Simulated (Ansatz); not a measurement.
# CH5OS: the cost of one run

All numbers below are computed with Ansatz 0.2.0 (RKS PBE/def2-TZVP).

## Step 1: Starting point

Bond lengths: C1–S2 1.770 Å, S2–O3 1.888 Å, C1–H4 1.087 Å, C1–H5 1.087 Å, C1–H6 1.093 Å, O3–H7 0.979 Å, O3–H8 0.979 Å. Angles: C1–S2–O3 98.0°, S2–C1–H4 111.9°, S2–C1–H5 111.9°, S2–C1–H6 102.8°, H4–C1–H5 112.6°, H4–C1–H6 108.6°, H5–C1–H6 108.6°, S2–O3–H7 111.1°, S2–O3–H8 110.9°, H7–O3–H8 110.0°.

Coordinates:

```xyz
8

C    -0.7578    0.8773   -0.4078
S    -0.0642    0.2034    1.0743
O     0.9806   -1.1546    0.2812
H    -1.3896    0.1586   -0.9225
H     0.0048    1.3016   -1.0551
H    -1.3873    1.6888   -0.0326
H     0.6842   -2.0419    0.5699
H     1.9292   -1.0331    0.4926
```

## Step 2: Relaxing end A

input.yaml

```yaml
crystal:
  periodic: [false, false, false]
  atoms:
    - { symbol: C, position_ang: [-0.75781, 0.87726, -0.40781] }
    - { symbol: S, position_ang: [-0.06422, 0.20337, 1.0743] }
    - { symbol: O, position_ang: [0.9806, -1.15464, 0.28124] }
    - { symbol: H, position_ang: [-1.38955, 0.15857, -0.92254] }
    - { symbol: H, position_ang: [0.00477, 1.30164, -1.05511] }
    - { symbol: H, position_ang: [-1.38726, 1.68882, -0.03261] }
    - { symbol: H, position_ang: [0.68424, -2.04191, 0.56991] }
    - { symbol: H, position_ang: [1.92923, -1.03311, 0.49262] }
total_charge: 1
basis:
  gaussian: { orbitals: def2-TZVP }
hamiltonian:
  xc: pbe
relax:
  f_tol: 0.015
  max_steps: 40
```

Command:

```sh
ansatz run input.yaml --threads 2 --pin off --max-ram 3072MiB --backend cpu --events-out ev --progress --plain --runs-dir out
```

**Question.** How long does this run take on 2 threads of AMD EPYC 7R13 (Zen 3), shared host, and how much memory does it need?

About 7.6 s, with a peak of 0.21 GiB.
